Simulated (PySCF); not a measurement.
Level of theory: PBE-D3(BJ)/def2-TZVP // r2SCAN-D4/def2-SVP run with PySCF. Isolated molecules, 0 K electronic values unless said otherwise. 

Reference species (SMILES): `C[O]` (neutral, multiplicity 2).

- highest occupied spin orbital = -5.95 eV

Changed species: `[CH3]` (free radical CH3; the reference has free radical OCH3).

Q: What does the change do to the highest occupied spin orbital?

A: the highest occupied spin orbital goes up by 0.57 eV, to -5.38 eV.
